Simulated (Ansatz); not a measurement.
# Si₂F+ (triplet): wave-function methods side by side, def2-TZVPP

One table from this session's results is given with a row withheld; the runs are named, their logs left out.

Method: def2-TZVPP, core rule «outside noble gas», up to 11 orbitals frozen; program: Ansatz 0.2.0, Gaussian basis.

To be run: UHF; ROHF; CCSD(T) on UHF.

## The geometry

The geometry is a PBE0/def2-TZVP stationary point (not a proven minimum) of the parent state, kept for this charge and spin.

3 atoms, charge 1, spin multiplicity 3.

Atoms are counted from 1 here; the program's logs count them from 0.

Bond lengths: F1–Si2 1.608 Å, Si2–Si3 2.332 Å. Angles: F1–Si2–Si3 112.2°.

Set-up of the first run:

File in.yaml:

```yaml
crystal:
  periodic: [false, false, false]
  atoms:
    - {symbol: F, position_ang: [0.000000, -0.606197, 1.621189]}
    - {symbol: Si, position_ang: [0.000000, 0.594494, 0.550881]}
    - {symbol: Si, position_ang: [0.000000, -0.184433, -1.647532]}
basis:
  gaussian: {orbitals: def2-TZVPP}
total_charge: 1
magnetization: {spin_polarized: true, initial_magnetization: 2}
hamiltonian: {xc: hf}
output: {orbitals: {seedname: orbitals}}
```

Command:

```
> ansatz run in.yaml --threads 1 --pin off --events-out ev --progress --plain --max-ram 4096MiB --backend cpu
```

Among the steps run: UHF; ROHF; CCSD(T) on UHF.

One of the session's tables, all rows but one given; the rest of the session is left out.

It belongs to the step «Misses and costs». 

| method | from UCCSD(T) (meV) |
| --- | --- |
| ROHF | ? |
| UHF | +11758.8 |
| UMP2 | +1296.2 |
| UCCSD | +463.1 |
| UCCSD(T) | 0 |

**Question.** Estimate the row for ROHF.

The run gave: from UCCSD(T) (meV): +12046.1. In the column «from UCCSD(T) (meV)» it is the highest.
